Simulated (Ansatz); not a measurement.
Carbon dioxide, CO2. Total charge 0; spin multiplicity 1. The geometry is a stationary point of PBE0-D4/def2-TZVP.

```xyz
3

O     0.388    0.580   -0.922
C     0.000    0.000    0.000
O    -0.388   -0.580    0.923
```

Task: What is the dipole moment at r2SCAN/def2-TZVPP? (Estimate.)

Result: Computed: 0.00 D, zero by symmetry or nearly so.

Task: Give the Mulliken charges with r2SCAN, PBE, B3LYP in def2-TZVPP. (Best estimate.)

Result: Ansatz gave: 
| atom | r2SCAN | PBE | B3LYP |
| --- | --- | --- | --- |
| O1 | -0.20 | -0.15 | -0.18 |
| C2 | 0.40 | 0.30 | 0.37 |
| O3 | -0.20 | -0.15 | -0.18 |

B3LYP here is the variant with VWN-RPA as its local correlation; programs differ in this.
